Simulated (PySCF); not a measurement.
## Shifts of the heteroatoms

Molfile (atoms numbered from 1):
```
Cl2H2Si
     RDKit          3D

  5  4  0  0  0  0  0  0  0  0999 V2000
   -1.9690    1.4061    0.4161 Cl  0  0  0  0  0  0  0  0  0  0  0  0
   -0.3081    0.2218    0.4437 Si  0  0  0  0  0  4  0  0  0  0  0  0
    1.3745    1.3717    0.3671 Cl  0  0  0  0  0  0  0  0  0  0  0  0
   -0.2974   -0.5380    1.7081 H   0  0  0  0  0  0  0  0  0  0  0  0
   -0.3356   -0.6490   -0.7468 H   0  0  0  0  0  0  0  0  0  0  0  0
  1  2  1  0
  2  3  1  0
  2  4  1  0
  2  5  1  0
M  END
```

- NMR shieldings at B97-2/pcSseg-2/GIAO
- geometry: PBE0-D3(BJ)/def2-TZVP
- program: PySCF
- in vacuum, equivalent nuclei averaged, one computed conformer, non-relativistic

Predict the 29Si NMR data.

Results:


| atoms | environment | σ (ppm) | δ (ppm) |
| --- | --- | --- | --- |
| Si2 | silicon bonded to 2 Cl, 2 H | 353.2 | -12.8 |

Shieldings were converted by a linear fit to measured shifts: 29Si (scatter 6.0 ppm rms, 28.9 ppm with the 5 outliers that the fit left out vs TMS, solution or neat liquid). A few per cent of atoms miss by over 2 rms, more outside the fitted compound classes.

On a 300 MHz spectrometer 29Si resonates near 59.6 MHz, so 1 ppm is 59.6 Hz.
